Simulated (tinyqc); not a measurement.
LCCD on RHF in the sto-3g basis, frozen core, for CH3-, spin multiplicity 1, step by step (part 1 of 2). The basis has no diffuse functions, so it cannot describe the extra electron: this is an exercise in the method, not the real anion. Computed by tinyqc, a small Python program that keeps every step (integrals from PySCF). Settings: charge = -1, multiplicity = 1, basis = sto-3g, method = RHF, frozen orbitals = 1, energy threshold = 1e-10, iteration cap = 84, orthogonalisation = canonical, start = atomic densities, DIIS depth = 6, amplitude equations = LCCD, DIIS depth for amplitudes = 0, cap on updates = 76. Command: `OMP_NUM_THREADS=1 python tinyqc.py 23554 23555 out.jsonl` (the two numbers bound the seeds that draw the settings). One thread of a shared host (Intel(R) Xeon(R) Processor @ 2.60GHz), about 0.2 s of CPU time with the checks. The early iterations of the SCF are left out here.

## One-electron integrals

Geometry (angstrom):

| atom | x | y | z |
|---|---|---|---|
| C | 0.0000 | 0.0000 | 0.0850 |
| H | 1.2240 | 0.0000 | 0.0000 |
| H | -0.6120 | 1.0600 | 0.0000 |
| H | -0.6120 | -1.0600 | 0.0000 |

Basis sto-3g: exponents (1/bohr^2) and contraction coefficients of normalised primitives:

| element | l (shell) | exponent | coefficient |
|---|---|---|---|
| C | s (1) | 71.6168 | 0.1543 |
| C | s (1) | 13.0451 | 0.5353 |
| C | s (1) | 3.5305 | 0.4446 |
| C | s (2) | 2.9412 | -0.1000 |
| C | s (2) | 0.6835 | 0.3995 |
| C | s (2) | 0.2223 | 0.7001 |
| C | p (3) | 2.9412 | 0.1559 |
| C | p (3) | 0.6835 | 0.6077 |
| C | p (3) | 0.2223 | 0.3920 |
| H | s (1) | 3.4253 | 0.1543 |
| H | s (1) | 0.6239 | 0.5353 |
| H | s (1) | 0.1689 | 0.4446 |

Overlap, kinetic and nuclear-attraction integrals over the contracted functions; the nuclear repulsion is the sum of Za Zb / Rab.

nuclear repulsion = 8.512206 hartree

overlap S:
```
         1C 1s   1C 2s   1C 2px   1C 2py   1C 2pz    2H 1s    3H 1s    4H 1s
1C 1s   1.0000  0.2484   0.0000   0.0000   0.0000   0.0453   0.0453   0.0453
1C 2s   0.2484  1.0000   0.0000   0.0000   0.0000   0.4150   0.4150   0.4150
1C 2px  0.0000  0.0000   1.0000   0.0000   0.0000   0.4161  -0.2081  -0.2081
1C 2py  0.0000  0.0000   0.0000   1.0000   0.0000   0.0000   0.3604  -0.3604
1C 2pz  0.0000  0.0000   0.0000   0.0000   1.0000  -0.0289  -0.0289  -0.0289
2H 1s   0.0453  0.4150   0.4161   0.0000  -0.0289   1.0000   0.0976   0.0976
3H 1s   0.0453  0.4150  -0.2081   0.3604  -0.0289   0.0976   1.0000   0.0976
4H 1s   0.0453  0.4150  -0.2081  -0.3604  -0.0289   0.0976   0.0976   1.0000
```

kinetic energy T (hartree):
```
          1C 1s    1C 2s   1C 2px   1C 2py   1C 2pz    2H 1s    3H 1s    4H 1s
1C 1s   15.8911  -0.0859   0.0000   0.0000   0.0000  -0.0121  -0.0121  -0.0121
1C 2s   -0.0859   0.4722   0.0000   0.0000   0.0000   0.0676   0.0676   0.0676
1C 2px   0.0000   0.0000   1.4777   0.0000   0.0000   0.1840  -0.0920  -0.0920
1C 2py   0.0000   0.0000   0.0000   1.4777   0.0000   0.0000   0.1594  -0.1594
1C 2pz   0.0000   0.0000   0.0000   0.0000   1.4777  -0.0128  -0.0128  -0.0128
2H 1s   -0.0121   0.0676   0.1840   0.0000  -0.0128   0.7600  -0.0111  -0.0111
3H 1s   -0.0121   0.0676  -0.0920   0.1594  -0.0128  -0.0111   0.7600  -0.0111
4H 1s   -0.0121   0.0676  -0.0920  -0.1594  -0.0128  -0.0111  -0.0111   0.7600
```

nuclear attraction V (hartree):
```
           1C 1s    1C 2s   1C 2px   1C 2py   1C 2pz    2H 1s    3H 1s    4H 1s
1C 1s   -34.9466  -4.5136   0.0000   0.0000   0.0028  -0.8347  -0.8347  -0.8347
1C 2s    -4.5136  -6.4643   0.0000   0.0000   0.0300  -2.1960  -2.1961  -2.1961
1C 2px    0.0000   0.0000  -6.4712   0.0000   0.0000  -2.0280   1.0140   1.0140
1C 2py    0.0000   0.0000   0.0000  -6.4712   0.0000   0.0000  -1.7563   1.7563
1C 2pz    0.0028   0.0300   0.0000   0.0000  -6.3235   0.1468   0.1468   0.1468
2H 1s    -0.8347  -2.1960  -2.0280   0.0000   0.1468  -4.2811  -0.4681  -0.4681
3H 1s    -0.8347  -2.1961   1.0140  -1.7563   0.1468  -0.4681  -4.2811  -0.4681
4H 1s    -0.8347  -2.1961   1.0140   1.7563   0.1468  -0.4681  -0.4681  -4.2811
```

core Hamiltonian H = T + V (hartree):
```
           1C 1s    1C 2s   1C 2px   1C 2py   1C 2pz    2H 1s    3H 1s    4H 1s
1C 1s   -19.0555  -4.5995   0.0000   0.0000   0.0028  -0.8469  -0.8469  -0.8469
1C 2s    -4.5995  -5.9921   0.0000   0.0000   0.0300  -2.1284  -2.1284  -2.1284
1C 2px    0.0000   0.0000  -4.9935   0.0000   0.0000  -1.8440   0.9220   0.9220
1C 2py    0.0000   0.0000   0.0000  -4.9935   0.0000   0.0000  -1.5970   1.5970
1C 2pz    0.0028   0.0300   0.0000   0.0000  -4.8457   0.1340   0.1340   0.1340
2H 1s    -0.8469  -2.1284  -1.8440   0.0000   0.1340  -3.5211  -0.4792  -0.4792
3H 1s    -0.8469  -2.1284   0.9220  -1.5970   0.1340  -0.4792  -3.5211  -0.4792
4H 1s    -0.8469  -2.1284   0.9220   1.5970   0.1340  -0.4792  -0.4792  -3.5211
```

## Two-electron integrals

Functions are numbered as in S; the eight-fold symmetry (ij|kl) = (ji|kl) = (kl|ij) leaves the list below.

Two-electron integrals (ij|kl) in chemists' order, unique and non-zero (hartree):
```
(11|11) 3.5419      (21|11) 0.5769      (21|21) 0.1119      (22|11) 0.8547
(22|21) 0.2053      (22|22) 0.6247      (31|31) 0.0203      (32|31) 0.0309
(32|32) 0.1380      (33|11) 0.8524      (33|21) 0.2053      (33|22) 0.6246
(33|33) 0.6728      (41|41) 0.0203      (42|41) 0.0309      (42|42) 0.1380
(43|43) 0.0363      (44|11) 0.8524      (44|21) 0.2053      (44|22) 0.6246
(44|33) 0.6003      (44|44) 0.6728      (51|51) 0.0203      (52|51) 0.0309
(52|52) 0.1380      (53|53) 0.0363      (54|54) 0.0363      (55|11) 0.8524
(55|21) 0.2053      (55|22) 0.6246      (55|33) 0.6003      (55|44) 0.6003
(55|55) 0.6728      (61|11) 0.1057      (61|21) 0.0204      (61|22) 0.0374
(61|31) 0.0012      (61|32) 0.0023      (61|33) 0.0376      (61|44) 0.0372
(61|51) -8.52e-05   (61|52) -1.60e-04   (61|53) -2.72e-05   (61|55) 0.0373
(61|61) 0.0038      (62|11) 0.2674      (62|21) 0.0651      (62|22) 0.2199
(62|31) 0.0062      (62|32) 0.0436      (62|33) 0.2304      (62|44) 0.2145
(62|51) -4.29e-04   (62|52) -0.0030     (62|53) -0.0011     (62|55) 0.2145
(62|61) 0.0124      (62|62) 0.1037      (63|11) 0.2327      (63|21) 0.0574
(63|22) 0.2054      (63|31) 0.0112      (63|32) 0.0721      (63|33) 0.2257
(63|44) 0.1952      (63|51) -3.28e-04   (63|52) -0.0026     (63|53) -0.0015
(63|55) 0.1952      (63|61) 0.0114      (63|62) 0.1150      (63|63) 0.1376
(64|41) 0.0064      (64|42) 0.0345      (64|43) 0.0084      (64|54) -0.0006
(64|64) 0.0123      (65|11) -0.0162     (65|21) -0.0040     (65|22) -0.0143
(65|31) -3.28e-04   (65|32) -0.0026     (65|33) -0.0145     (65|44) -0.0136
(65|51) 0.0065      (65|52) 0.0347      (65|53) 0.0085      (65|55) -0.0147
(65|61) -0.0008     (65|62) -0.0080     (65|63) -0.0087     (65|65) 0.0129
(66|11) 0.4255      (66|21) 0.1054      (66|22) 0.4056      (66|31) 0.0121
(66|32) 0.1164      (66|33) 0.4472      (66|44) 0.3844      (66|51) -0.0008
(66|52) -0.0081     (66|53) -0.0044     (66|55) 0.3847      (66|61) 0.0203
(66|62) 0.2464      (66|63) 0.3012      (66|65) -0.0209     (66|66) 0.7746
(71|11) 0.1057      (71|21) 0.0204      (71|22) 0.0374      (71|31) -0.0006
(71|32) -0.0011     (71|33) 0.0373      (71|41) 0.0011      (71|42) 0.0020
(71|43) -1.70e-04   (71|44) 0.0375      (71|51) -8.52e-05   (71|52) -1.60e-04
(71|53) 1.36e-05    (71|54) -2.36e-05   (71|55) 0.0373      (71|61) 0.0037
(71|62) 0.0116      (71|63) 0.0100      (71|64) 3.99e-04    (71|65) -0.0007
(71|66) 0.0187      (71|71) 0.0038      (72|11) 0.2674      (72|21) 0.0651
(72|22) 0.2199      (72|31) -0.0031     (72|32) -0.0218     (72|33) 0.2185
(72|41) 0.0053      (72|42) 0.0378      (72|43) -0.0069     (72|44) 0.2264
(72|51) -4.29e-04   (72|52) -0.0030     (72|53) 0.0006      (72|54) -0.0010
(72|55) 0.2146      (72|61) 0.0116      (72|62) 0.0723      (72|63) 0.0631
(72|64) 0.0085      (72|65) -0.0054     (72|66) 0.1321      (72|71) 0.0124
(72|72) 0.1037      (73|11) -0.1164     (73|21) -0.0287     (73|22) -0.1027
(73|31) 0.0076      (73|32) 0.0439      (73|33) -0.1077     (73|41) -0.0020
(73|42) -0.0163     (73|43) 0.0103      (73|44) -0.1028     (73|51) 1.64e-04
(73|52) 0.0013      (73|53) -0.0008     (73|54) 4.15e-04    (73|55) -0.0976
(73|61) -0.0047     (73|62) -0.0242     (73|63) -0.0141     (73|64) -0.0021
(73|65) 0.0018      (73|66) -0.0375     (73|71) -0.0057     (73|72) -0.0575
(73|73) 0.0436      (74|11) 0.2015      (74|21) 0.0497      (74|22) 0.1779
(74|31) -0.0020     (74|32) -0.0163     (74|33) 0.1720      (74|41) 0.0100
(74|42) 0.0627      (74|43) -0.0094     (74|44) 0.1925      (74|51) -2.84e-04
(74|52) -0.0023     (74|53) 4.15e-04    (74|54) -0.0013     (74|55) 0.1691
(74|61) 0.0089      (74|62) 0.0590      (74|63) 0.0513      (74|64) 0.0144
(74|65) -0.0043     (74|66) 0.1086      (74|71) 0.0099      (74|72) 0.0996
(74|73) -0.0542     (74|74) 0.1063      (75|11) -0.0162     (75|21) -0.0040
(75|22) -0.0143     (75|31) 1.64e-04    (75|32) 0.0013      (75|33) -0.0138
(75|41) -2.84e-04   (75|42) -0.0023     (75|43) 4.15e-04    (75|44) -0.0143
(75|51) 0.0065      (75|52) 0.0347      (75|53) -0.0042     (75|54) 0.0073
(75|55) -0.0147     (75|61) -0.0007     (75|62) -0.0054     (75|63) -0.0046
(75|64) -0.0006     (75|65) 0.0084      (75|66) -0.0105     (75|71) -0.0008
(75|72) -0.0080     (75|73) 0.0043      (75|74) -0.0075     (75|75) 0.0129
(76|11) 0.0560      (76|21) 0.0137      (76|22) 0.0479      (76|31) 0.0005
(76|32) 0.0041      (76|33) 0.0483      (76|41) 0.0009      (76|42) 0.0071
(76|43) 3.17e-04    (76|44) 0.0487      (76|51) -1.50e-04   (76|52) -0.0011
(76|53) -1.55e-04   (76|54) -2.68e-04   (76|55) 0.0467      (76|61) 0.0025
(76|62) 0.0200      (76|63) 0.0206      (76|64) 0.0022      (76|65) -0.0017
(76|66) 0.0443      (76|71) 0.0025      (76|72) 0.0200      (76|73) -0.0084
(76|74) 0.0190      (76|75) -0.0017     (76|76) 0.0048      (77|11) 0.4255
(77|21) 0.1054      (77|22) 0.4056      (77|31) -0.0061     (77|32) -0.0582
(77|33) 0.4001      (77|41) 0.0105      (77|42) 0.1008      (77|43) -0.0272
(77|44) 0.4315      (77|51) -0.0008     (77|52) -0.0081     (77|53) 0.0022
(77|54) -0.0038     (77|55) 0.3847      (77|61) 0.0187      (77|62) 0.1321
(77|63) 0.1128      (77|64) 0.0218      (77|65) -0.0105     (77|66) 0.2491
(77|71) 0.0203      (77|72) 0.2464      (77|73) -0.1506     (77|74) 0.2608
(77|75) -0.0209     (77|76) 0.0443      (77|77) 0.7746      (81|11) 0.1057
(81|21) 0.0204      (81|22) 0.0374      (81|31) -0.0006     (81|32) -0.0011
(81|33) 0.0373      (81|41) -0.0011     (81|42) -0.0020     (81|43) 1.70e-04
(81|44) 0.0375      (81|51) -8.52e-05   (81|52) -1.60e-04   (81|53) 1.36e-05
(81|54) 2.36e-05    (81|55) 0.0373      (81|61) 0.0037      (81|62) 0.0116
(81|63) 0.0100      (81|64) -3.99e-04   (81|65) -0.0007     (81|66) 0.0187
(81|71) 0.0037      (81|72) 0.0116      (81|73) -0.0054     (81|74) 0.0085
(81|75) -0.0007     (81|76) 0.0024      (81|77) 0.0187      (81|81) 0.0038
(82|11) 0.2674      (82|21) 0.0651      (82|22) 0.2199      (82|31) -0.0031
(82|32) -0.0218     (82|33) 0.2185      (82|41) -0.0053     (82|42) -0.0378
(82|43) 0.0069      (82|44) 0.2264      (82|51) -4.29e-04   (82|52) -0.0030
(82|53) 0.0006      (82|54) 0.0010      (82|55) 0.2146      (82|61) 0.0116
(82|62) 0.0723      (82|63) 0.0631      (82|64) -0.0085     (82|65) -0.0054
(82|66) 0.1321      (82|71) 0.0116      (82|72) 0.0723      (82|73) -0.0390
(82|74) 0.0504      (82|75) -0.0054     (82|76) 0.0150      (82|77) 0.1321
(82|81) 0.0124      (82|82) 0.1037      (83|11) -0.1164     (83|21) -0.0287
(83|22) -0.1027     (83|31) 0.0076      (83|32) 0.0439      (83|33) -0.1077
(83|41) 0.0020      (83|42) 0.0163      (83|43) -0.0103     (83|44) -0.1028
(83|51) 1.64e-04    (83|52) 0.0013      (83|53) -0.0008     (83|54) -4.15e-04
(83|55) -0.0976     (83|61) -0.0047     (83|62) -0.0242     (83|63) -0.0141
(83|64) 0.0021      (83|65) 0.0018      (83|66) -0.0375     (83|71) -0.0054
(83|72) -0.0390     (83|73) 0.0286      (83|74) -0.0267     (83|75) 0.0029
(83|76) -0.0063     (83|77) -0.0753     (83|81) -0.0057     (83|82) -0.0575
(83|83) 0.0436      (84|11) -0.2015     (84|21) -0.0497     (84|22) -0.1779
(84|31) 0.0020      (84|32) 0.0163      (84|33) -0.1720     (84|41) 0.0100
(84|42) 0.0627      (84|43) -0.0094     (84|44) -0.1925     (84|51) 2.84e-04
(84|52) 0.0023      (84|53) -4.15e-04   (84|54) -0.0013     (84|55) -0.1691
(84|61) -0.0089     (84|62) -0.0590     (84|63) -0.0513     (84|64) 0.0144
(84|65) 0.0043      (84|66) -0.1086     (84|71) -0.0085     (84|72) -0.0504
(84|73) 0.0267      (84|74) -0.0283     (84|75) 0.0037      (84|76) -0.0108
(84|77) -0.0868     (84|81) -0.0099     (84|82) -0.0996     (84|83) 0.0542
(84|84) 0.1063      (85|11) -0.0162     (85|21) -0.0040     (85|22) -0.0143
(85|31) 1.64e-04    (85|32) 0.0013      (85|33) -0.0138     (85|41) 2.84e-04
(85|42) 0.0023      (85|43) -4.15e-04   (85|44) -0.0143     (85|51) 0.0065
(85|52) 0.0347      (85|53) -0.0042     (85|54) -0.0073     (85|55) -0.0147
(85|61) -0.0007     (85|62) -0.0054     (85|63) -0.0046     (85|64) 0.0006
(85|65) 0.0084      (85|66) -0.0105     (85|71) -0.0007     (85|72) -0.0054
(85|73) 0.0029      (85|74) -0.0037     (85|75) 0.0084      (85|76) -0.0012
(85|77) -0.0105     (85|81) -0.0008     (85|82) -0.0080     (85|83) 0.0043
(85|84) 0.0075      (85|85) 0.0129      (86|11) 0.0560      (86|21) 0.0137
(86|22) 0.0479      (86|31) 0.0005      (86|32) 0.0041      (86|33) 0.0483
(86|41) -0.0009     (86|42) -0.0071     (86|43) -3.17e-04   (86|44) 0.0487
(86|51) -1.50e-04   (86|52) -0.0011     (86|53) -1.55e-04   (86|54) 2.68e-04
(86|55) 0.0467      (86|61) 0.0025      (86|62) 0.0200      (86|63) 0.0206
(86|64) -0.0022     (86|65) -0.0017     (86|66) 0.0443      (86|71) 0.0024
(86|72) 0.0150      (86|73) -0.0063     (86|74) 0.0108      (86|75) -0.0012
(86|76) 0.0038      (86|77) 0.0271      (86|81) 0.0025      (86|82) 0.0200
(86|83) -0.0084     (86|84) -0.0190     (86|85) -0.0017     (86|86) 0.0048
(87|11) 0.0560      (87|21) 0.0137      (87|22) 0.0479      (87|31) -0.0011
(87|32) -0.0082     (87|33) 0.0488      (87|44) 0.0481      (87|51) -1.50e-04
(87|52) -0.0011     (87|53) 3.09e-04    (87|55) 0.0467      (87|61) 0.0024
(87|62) 0.0150      (87|63) 0.0125      (87|65) -0.0012     (87|66) 0.0271
(87|71) 0.0025      (87|72) 0.0200      (87|73) -0.0122     (87|74) 0.0168
(87|75) -0.0017     (87|76) 0.0038      (87|77) 0.0443      (87|81) 0.0025
(87|82) 0.0200      (87|83) -0.0122     (87|84) -0.0168     (87|85) -0.0017
(87|86) 0.0038      (87|87) 0.0048      (88|11) 0.4255      (88|21) 0.1054
(88|22) 0.4056      (88|31) -0.0061     (88|32) -0.0582     (88|33) 0.4001
(88|41) -0.0105     (88|42) -0.1008     (88|43) 0.0272      (88|44) 0.4315
(88|51) -0.0008     (88|52) -0.0081     (88|53) 0.0022      (88|54) 0.0038
(88|55) 0.3847      (88|61) 0.0187      (88|62) 0.1321      (88|63) 0.1128
(88|64) -0.0218     (88|65) -0.0105     (88|66) 0.2491      (88|71) 0.0187
(88|72) 0.1321      (88|73) -0.0753     (88|74) 0.0868      (88|75) -0.0105
(88|76) 0.0271      (88|77) 0.2491      (88|81) 0.0203      (88|82) 0.2464
(88|83) -0.1506     (88|84) -0.2608     (88|85) -0.0209     (88|86) 0.0443
(88|87) 0.0443      (88|88) 0.7746
```

## Orthogonalisation

S = U s U^T; canonical form X = U s^(-1/2), so that X^T S X = 1. Each column of U has its largest component positive (the first on a tie).

eigenvalues of S: 0.3413  0.4393  0.4393  0.9648  1.0076  1.4632  1.4632  1.8815

X:
```
              1        2        3        4        5        6        7        8
1C 1s   -0.3611   0.0000   0.0000   0.8734   0.3962   0.0000   0.0000   0.1805
1C 2s    1.2924   0.0000   0.0001  -0.0288   0.0551   0.0000   0.0000   0.4758
1C 2px  -0.0001   0.0000   1.0148   0.0000   0.0000   0.0000   0.6118   0.0000
1C 2py   0.0000   1.0148   0.0000   0.0000   0.0000   0.6118   0.0000   0.0000
1C 2pz  -0.0805   0.0000   0.0000  -0.4273   0.9021   0.0000   0.0000  -0.0296
2H 1s   -0.6117   0.0000  -0.9117  -0.1734  -0.0787   0.0000   0.4540   0.3009
3H 1s   -0.6118  -0.7895   0.4558  -0.1734  -0.0787   0.3932  -0.2270   0.3009
4H 1s   -0.6118   0.7895   0.4558  -0.1734  -0.0787  -0.3932  -0.2270   0.3009
```

Within a degenerate level the vectors are fixed only up to a rotation; this is one choice.

## Iteration 8 (converged): orbitals

converged F (hartree):
```
           1C 1s    1C 2s   1C 2px   1C 2py  1C 2pz    2H 1s    3H 1s    4H 1s
1C 1s   -10.4040  -2.8258   0.0000   0.0000  0.0072  -0.5265  -0.5265  -0.5265
1C 2s    -2.8258  -0.9470   0.0000   0.0000  0.0082  -0.4198  -0.4198  -0.4198
1C 2px    0.0000   0.0000   0.3372   0.0000  0.0000  -0.2246   0.1123   0.1123
1C 2py    0.0000   0.0000   0.0000   0.3372  0.0000   0.0000  -0.1945   0.1945
1C 2pz    0.0072   0.0082   0.0000   0.0000  0.2191   0.0235   0.0235   0.0235
2H 1s    -0.5265  -0.4198  -0.2246   0.0000  0.0235  -0.0270  -0.1017  -0.1017
3H 1s    -0.5265  -0.4198   0.1123  -0.1945  0.0235  -0.1017  -0.0270  -0.1017
4H 1s    -0.5265  -0.4198   0.1123   0.1945  0.0235  -0.1017  -0.1017  -0.0270
```

Diagonalise F' = X^T F X, C = X C', fill 5 alpha and 5 beta electrons from the bottom; D = 2 C_occ C_occ^T. Each column has its largest component positive (the first on a tie).

F' = X^T F X (hartree):
```
        1       2       3        4        5        6        7        8
1  0.7414  0.0000  0.0000   1.0522   0.4581   0.0000   0.0000   0.2716
2  0.0000  1.0638  0.0000   0.0000   0.0000   0.1956   0.0000   0.0000
3  0.0000  0.0000  1.0638   0.0001   0.0000   0.0000   0.1956   0.0000
4  1.0522  0.0000  0.0001  -7.3049  -3.5752   0.0000  -0.0001  -3.0097
5  0.4581  0.0000  0.0000  -3.5752  -1.4805   0.0000   0.0000  -1.4350
6  0.0000  0.1956  0.0000   0.0000   0.0000  -0.0379   0.0000   0.0000
7  0.0000  0.0000  0.1956  -0.0001   0.0000   0.0000  -0.0379   0.0000
8  0.2716  0.0000  0.0000  -3.0097  -1.4350   0.0000   0.0000  -1.6348
```

orbital energies (hartree): MO1 -10.4109, MO2 -0.3704, MO3 -0.0716, MO4 -0.0716, MO5 0.2166, MO6 0.8860, MO7 1.0975, MO8 1.0975

coefficients C:
```
            MO1      MO2      MO3      MO4      MO5      MO6      MO7      MO8
1C 1s    0.9924  -0.2066   0.0000   0.0000  -0.0267  -0.2336   0.0000   0.0000
1C 2s    0.0326   0.6083   0.0000   0.0000   0.1215   1.2308  -0.0001   0.0000
1C 2px   0.0000   0.0000   0.0000   0.4306   0.0000   0.0000   1.1039   0.0000
1C 2py   0.0000   0.0000   0.4306   0.0000   0.0000   0.0000   0.0000   1.1039
1C 2pz  -0.0012  -0.0234   0.0000   0.0000   0.9929  -0.1320   0.0000   0.0000
2H 1s   -0.0060   0.2679   0.0000   0.6022  -0.0369  -0.6542  -0.8213   0.0000
3H 1s   -0.0060   0.2679   0.5215  -0.3011  -0.0369  -0.6541   0.4107  -0.7113
4H 1s   -0.0060   0.2679  -0.5215  -0.3011  -0.0369  -0.6541   0.4107   0.7113
```

D after iteration 8:
```
          1C 1s    1C 2s   1C 2px   1C 2py   1C 2pz    2H 1s    3H 1s    4H 1s
1C 1s    2.0565  -0.1932   0.0000   0.0000  -0.0456  -0.1206  -0.1206  -0.1206
1C 2s   -0.1932   0.7717   0.0000   0.0000   0.2127   0.3166   0.3166   0.3166
1C 2px   0.0000   0.0000   0.3708   0.0000   0.0000   0.5186  -0.2593  -0.2593
1C 2py   0.0000   0.0000   0.0000   0.3708   0.0000   0.0000   0.4491  -0.4491
1C 2pz  -0.0456   0.2127   0.0000   0.0000   1.9727  -0.0858  -0.0858  -0.0858
2H 1s   -0.1206   0.3166   0.5186   0.0000  -0.0858   0.8716  -0.2163  -0.2163
3H 1s   -0.1206   0.3166  -0.2593   0.4491  -0.0858  -0.2163   0.8716  -0.2163
4H 1s   -0.1206   0.3166  -0.2593  -0.4491  -0.0858  -0.2163  -0.2163   0.8716
```

Within a degenerate level the vectors are fixed only up to a rotation; this is one choice.

## Convergence

Stop when the energy changes by less than 1e-10 hartree and every element of the error matrix X^T (F D S - S D F) X is below 3e-06.

Course of the cycle:

| iteration | E (hartree) | change | largest element of the error matrix |
|---|---|---|---|
| 1 | -41.214669 | - | 1.16e+00 |
| 2 | -38.737205 | 2.48e+00 | 7.25e-02 |
| 3 | -38.747154 | -9.95e-03 | 2.78e-02 |
| 4 | -38.749099 | -1.95e-03 | 7.99e-03 |
| 5 | -38.749212 | -1.13e-04 | 1.55e-03 |
| 6 | -38.749216 | -4.06e-06 | 1.70e-04 |
| 7 | -38.749216 | -3.80e-08 | 6.42e-06 |
| 8 | -38.749216 | -5.38e-11 | 9.45e-08 |

PySCF RHF in the same basis = -38.749216 hartree

Converged in 8 iterations.
